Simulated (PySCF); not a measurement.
Compound: FHO.
Structure used (PBE0-D3(BJ)/def2-TZVP), in Å, numbered top down from 1:
```xyz
3
FHO angstrom
O     -0.4564    0.1827   -0.1745
F      0.1031   -0.7275    0.7403
H      0.3595    0.5096   -0.5825
```

The calculation used TDDFT CAM-B3LYP/aug-cc-pVTZ, vertical, gas phase, core orbitals frozen in the response in PySCF. Isolated species at its PBE0-D3(BJ)/def2-TZVP geometry, gas phase.

Transition dipole moments from the ground state, in atomic units and in the frame of the coordinates above (overall signs are arbitrary), for the states with f of 0.002 or more among the lowest 10:

```
state  E (hartree)      μx      μy      μz
   S2       0.2574  -0.147   0.074  -0.066
   S3       0.2747  -0.012  -0.166  -0.158
   S5       0.3490   0.147   0.116  -0.134
   S7       0.3779   0.012   0.168   0.159
   S8       0.3893   0.231  -0.357   0.358
   S9       0.4022  -0.098   0.132  -0.131
  S10       0.4059   0.005   0.068   0.065
```

Problem. What oscillator strength does each state have?

Solution. f = (2/3) ΔE |μ|² with ΔE in hartree (27.2114 eV).

```json
{"state": "S2", "|μ|² (au)": "0.031", "|μ| (D)": "0.45", "f": "0.005"}
{"state": "S3", "|μ|² (au)": "0.053", "|μ| (D)": "0.58", "f": "0.010"}
{"state": "S5", "|μ|² (au)": "0.053", "|μ| (D)": "0.58", "f": "0.012"}
{"state": "S7", "|μ|² (au)": "0.054", "|μ| (D)": "0.59", "f": "0.014"}
{"state": "S8", "|μ|² (au)": "0.309", "|μ| (D)": "1.41", "f": "0.080"}
{"state": "S9", "|μ|² (au)": "0.044", "|μ| (D)": "0.53", "f": "0.012"}
{"state": "S10", "|μ|² (au)": "0.009", "|μ| (D)": "0.24", "f": "0.002"}
```

Problem. What is the point group, and which symmetry does each of these states have?

Solution. Cs. Polarised normal to the mirror plane, so A″: S3, S7 and S10. Polarised in the mirror plane, so A′: S2, S5, S8 and S9.

Problem. What angle do the transition dipoles of S7 and S8 make?

Solution. |cos θ| = |μa·μb| / (|μa| |μb|) = 0.00, so θ ≈ 90° (taken between 0 and 90°, since the signs are arbitrary).

Problem. How is the summed strength of these states shared among x, y and z?

Solution. (2/3) Σ ΔE μα² gives 0.025 for x, 0.055 for y and 0.055 for z, 0.135 in all.

Problem. What peak molar absorption coefficient would the strongest computed level give as a lone Gaussian band 0.3 eV wide at half height?

Solution. ε(max) = 2.175×10⁸ f / FWHM, with the width in cm⁻¹. S8: 2.175×10⁸ × 0.0802 / 2420 ≈ 7200 L mol⁻¹ cm⁻¹.
